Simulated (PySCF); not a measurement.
Molecule: SMILES C=C(C)C(=C)F, C5H7F.

Geometry (Å), atoms numbered from 1 in this order:
```xyz
13

C    -1.2371    1.3493    0.3815
C    -0.4353    0.3071    0.1716
C    -0.9473   -1.0996    0.0956
C     1.0038    0.4944    0.0044
C     1.9321   -0.4304   -0.2077
F     1.4095    1.7877    0.0803
H    -0.8577    2.3551    0.4347
H    -2.2988    1.2270    0.5069
H    -0.7107   -1.5395   -0.8717
H    -0.4904   -1.7135    0.8698
H    -2.0253   -1.1141    0.2306
H     1.6877   -1.4717   -0.2788
H     2.9652   -0.1512   -0.3134
```

Frames of a GFN2-xTB Langevin trajectory at 600 K; GIAO PBE0/pcSseg-1 shieldings in PySCF 2.14, gas phase, non-relativistic; equivalent atoms averaged within each frame.

Referencing at the same level of theory: ¹³C (σ = 186.93 ppm) and ¹H (σ = 31.72 ppm) vs TMS; ¹⁹F (σ = 170.95 ppm) against CFCl3. The references are static minima.

How do the shifts (ppm) fluctuate along the trajectory?

Results:


```csv
time (fs),C4,C2,C1,C5,C3,F6,H8,H12,H13,H7
250,189.5,143.7,123.7,103.1,21.8,-70.5,6.70,5.62,5.56,5.19
425,172.1,157.4,140.4,96.5,25.7,-70.0,7.49,5.65,5.76,5.98
625,181.6,158.3,139.4,92.2,18.8,-34.1,5.85,4.68,5.71,7.34
800,173.6,138.9,120.0,95.6,28.3,-98.6,5.97,4.08,5.93,5.72
1000,170.2,142.5,125.7,95.4,21.4,-112.1,5.38,4.84,5.41,5.55
mean of frames,177.4,148.2,129.8,96.6,23.2,-77.1,6.28,4.97,5.67,5.96
standard deviation,8.0,9.0,9.4,4.0,3.8,30.1,0.83,0.66,0.20,0.83
```

5 frames give an uncertainty of the mean of about the standard deviation over 2.2 at best, since frames this close in time may not be independent; classical motion lacks zero-point vibration, and the reference would need the same averaging.
